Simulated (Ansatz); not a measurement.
Basis sets over 5 cases of the deprotonation energy at r2SCAN with Ansatz (elements up to F), each against its own reference: (a) the value in aug-cc-pV5Z; (b) the value in aug-pcseg-3. By their distance from other large sets or by the extrapolation step the references are unsure by up to roughly 0.28 kcal/mol. B3LYP-D3(BJ)/def2-TZVP geometries; one conformer; electronic energies; the proton's site as shown, best or not; no added dispersion term; no relativity. Cartesian d functions in some cases of 6-31G*. 

Cases are drawn at random; left out are references unsure by over 0.33 kcal/mol, doubtful singlets, and cases whose largest runs show a restricted determinant unstable towards unrestricted orbitals, <S^2> over 0.1 too high or, where CCSD(T) ran, T1 over 0.025 (0.045 for open shells). Sets are drawn from those converged to one state in every case.

Cases (SMILES) and reference values:
- C(=C)=O → [CH-]=C=O + H+: 373.16 kcal/mol (b)
- OO (H2O2) → [O-]O + H+: 384.23 kcal/mol (b)
- O (H2O) → [OH-] + H+: 397.41 kcal/mol (a)
- O=C(C)N → CC([NH-])=O + H+: 370.68 kcal/mol (b)
- C(F)F → F[CH-]F + H+: 407.35 kcal/mol (b)

| basis | functions over def2-SVP (largest species, mean of cases) | mean signed deviation (kcal/mol) | mean absolute | largest | within 1 kcal/mol |
|---|---|---|---|---|---|
| def2-SV(P) | 0.8 | 15.91 | 15.91 | 32.34 | 0 of 5 |
| 6-31G* | 0.9 | 19.50 | 19.50 | 33.53 | 0 of 5 |
| def2-SVP | 1.0 | 19.82 | 19.82 | 39.21 | 0 of 5 |
| cc-pVDZ | 1.0 | 20.28 | 20.28 | 40.86 | 0 of 5 |
| aug-cc-pVDZ | 1.7 | -2.19 | 2.19 | 3.81 | 0 of 5 |
| 6-311++G(3df,3pd) | 3.0 | 0.60 | 0.87 | 2.09 | 3 of 5 |
| aug-pcseg-2 | 3.6 | -0.26 | 0.26 | 0.40 | 5 of 5 |
| def2-QZVP | 4.6 | 3.05 | 3.05 | 6.94 | 2 of 5 |
| pcseg-3 | 4.9 | 0.97 | 0.97 | 2.30 | 3 of 5 |
| cc-pV5Z | 7.7 | 2.81 | 2.81 | 6.58 | 2 of 5 |

Among the sets for which every case ran a larger relative (same family, alike in diffuse functions, listed or not), the smallest listed that holds all cases within 1 kcal/mol together with them is aug-pcseg-2, at 3.6 times the functions of def2-SVP. Largest deviations of relatives not listed, over the cases that ran them: aug-pcseg-3 0.28 kcal/mol. A case lies within its reference's uncertainty of the window's edge in def2-QZVP, pcseg-3, cc-pV5Z. These figures hold for the cases listed.

Ansatz is a first-principles code.
